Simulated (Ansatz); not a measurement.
# Rhodium, fcc: convergence with Gaussian smearing

Computed with Ansatz, r²SCAN, scalar-relativistic PAW, on the relaxed cell (a = 3.802 Å; spin not included). Errors count from a run at 500 eV on a Γ-centred 23×23×23 mesh with Fermi-Dirac smearing of 0.1 eV, extrapolated to zero width. Fixed here: cutoff 500 eV, mesh 14×14×14. The SCF starts from atomic densities corrected by a trained network.

```json
{"width (eV)": "0.03", "E(σ→0) error (meV/atom)": "-0.8", "F error (meV/atom)": "-1.0", "P (GPa)": "-0.38", "SCF iterations": "6"}
{"width (eV)": "0.1", "E(σ→0) error (meV/atom)": "-1.0", "F error (meV/atom)": "-4.3", "P (GPa)": "-0.32", "SCF iterations": "6"}
{"width (eV)": "0.2", "E(σ→0) error (meV/atom)": "-1.5", "F error (meV/atom)": "-13.0", "P (GPa)": "-0.18", "SCF iterations": "6"}
{"width (eV)": "0.3", "E(σ→0) error (meV/atom)": "0.1", "F error (meV/atom)": "-27.9", "P (GPa)": "0.16", "SCF iterations": "6"}
{"width (eV)": "0.6", "E(σ→0) error (meV/atom)": "3.3", "F error (meV/atom)": "-117.1", "P (GPa)": "2.00", "SCF iterations": "6"}
{"width (eV)": "1.0", "E(σ→0) error (meV/atom)": "-8.0", "F error (meV/atom)": "-326.7", "P (GPa)": "5.59", "SCF iterations": "6"}
```

What does the run at 0.01 give (width)?

E(σ→0) error (meV/atom): -0.9; F error (meV/atom): -0.9; P (GPa): -0.39; SCF iterations: 6.
